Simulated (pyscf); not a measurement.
Single points on ωB97X-D3(BJ)/def2-SVP structures (PySCF, gas phase).

SMILES: C[N]=[W]([NH2])([OH])=[N]C
```xyz
16

C      2.6986     1.3506    -0.3618
N      1.4856     1.8595     0.1921
W     -0.1972     2.0653     0.6182
N     -0.7488     3.8047    -0.1050
O     -0.3630     1.9277     2.5313
N     -1.2185     0.8648    -0.1443
C     -1.5946    -0.2448    -0.9632
H      2.5191     0.4698    -1.0034
H      3.1957     2.1210    -0.9768
H      3.4006     1.0550     0.4372
H     -1.6627     3.9870    -0.5079
H     -0.1075     4.5633    -0.3150
H     -1.1120     1.4905     2.9488
H     -0.7210    -0.7050    -1.4573
H     -2.3006     0.0757    -1.7490
H     -2.0960    -1.0221    -0.3611
```
Charge 0, spin multiplicity 1.

**Question.** What is the homolytic dissociation enthalpy (298 K, ωB97M-D3(BJ)/def2-TZVP) of the O–W bond of `[CH3][N]=[W]([NH2])([OH])=[N][CH3]`, to [H₃C–N=W(NH₂)=N–CH₃]• + OH•?

**Answer.** O–W to [H₃C–N=W(NH₂)=N–CH₃]• + OH•: 458.1 kJ/mol. The 7 functionals that were run give +450.1 (M06-2X) to +477.3 kJ/mol (PBE). The radicals are drawn with the spin at the cut bond; how far it spreads was not checked. Other isomers of [H₃C–N=W(NH₂)=N–CH₃]• were not searched in full and may lie lower. Left out: the spin-orbit lowering of OH. Open-shell species with a d-block atom are single-reference here; other states, and whether the spin sits on metal or ligand, were not checked. Elements past Kr carry the def2 core potentials, without spin-orbit coupling.
